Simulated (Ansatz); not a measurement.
**How methods differ on SiH2F (SMILES F[SiH2])**

SiH2F has 4 atoms, charge 0, and is taken as a doublet. As SMILES, `F[SiH2]`. Geometry: relaxed at GFN2-xTB.

```xyz
4

F     1.2056    0.6475   -0.4255
Si   -0.1221   -0.2649   -0.2469
H    -1.2199    0.6785   -0.2616
H     0.1365   -1.0611    0.9340
```

Each level gives the energy change with the Si2–H4 bond stretched from 1.448 to 1.809 Å (eV). The values are calculated.

| level | kind | program | value (eV) | less FCI/STO-3G | CPU time (all runs) |
| --- | --- | --- | --- | --- | --- |
| UHF/STO-3G | Hartree–Fock | Ansatz | 1.29 | +0.40 | 0.18 s |
| U-revPBE/STO-3G | GGA | Ansatz | 0.73 | -0.16 | 2.6 s |
| UPBE/STO-3G | GGA | Ansatz | 0.75 | -0.14 | 2.6 s |
| UBHLYP/STO-3G | global hybrid | Ansatz | 1.06 | +0.17 | 2.5 s |
| U-wB97M-V/STO-3G | range-separated hybrid | Ansatz | 0.96 | +0.07 | 36 s |
| UMP2/STO-3G | perturbation theory | Ansatz | 1.09 | +0.20 | 0.18 s |
| UBCCD(T)/STO-3G | coupled cluster or CI | Ansatz | 0.90 | +0.01 | 0.42 s |
| UCCSDT(Q)/STO-3G | coupled cluster or CI | Ansatz | 0.89 | 0.00 | 1.2 s |
| FCI/STO-3G | exact in the basis | Ansatz | 0.89 | 0.00 | 0.58 s |

FCI/STO-3G is exact within its basis and frozen core, so for wave-function methods in that basis the difference is their error; functionals converge differently with the basis, so for them it is only a difference. The first shape isn't each level's own minimum. The values span 0.73 to 1.29 eV. All rows use very small basis sets, so even the best lies far from the true value. Times are those of the runs behind each value, whatever else they computed, on shared processors of several kinds: orders of magnitude only.
